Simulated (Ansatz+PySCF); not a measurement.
Results of a calculation; reference values are marked as such.
## Several solutions for singlet C₆H₆

```xyz
12

C     1.2833    0.0000    0.0000
C     0.6417    1.1114    0.0000
C    -0.6417    1.1114    0.0000
C    -1.2833    0.0000    0.0000
C    -0.6417   -1.1114    0.0000
C     0.6417   -1.1114    0.0000
H     2.2889    0.0000    0.0000
H     1.1444    1.9823    0.0000
H    -1.1444    1.9823    0.0000
H    -2.2889    0.0000    0.0000
H    -1.1444   -1.9823    0.0000
H     1.1444   -1.9823    0.0000
```

Basis set: def2-SVP (spherical functions). Charge 0, multiplicity 1.

CASSCF(6,6) was run from several starts with Ansatz (development build ahead of 0.2.0). The starts are those of the Hartree–Fock orbitals from which the active space was taken at the frontier.

| run | program | start | converged | energy (hartree) | <S²> |
| --- | --- | --- | --- | --- | --- |
| A | Ansatz | atomic start, no search | yes | -230.47526 | 0.00 |
| B | Ansatz | stability test followed | yes | -230.47526 | 0.00 |
| C | Ansatz | search for the lowest state | yes | -230.48403 | 0.00 |

Which runs reached the lowest solution of this kind, and what is wrong with the others?

C reached the lowest solution found. Converged but too high: A by 0.24 eV, B by 0.24 eV. Convergence only shows a stationary point; in CASSCF the end hangs on which orbitals enter the active space. Caution: other starts end on other solutions of this active space.
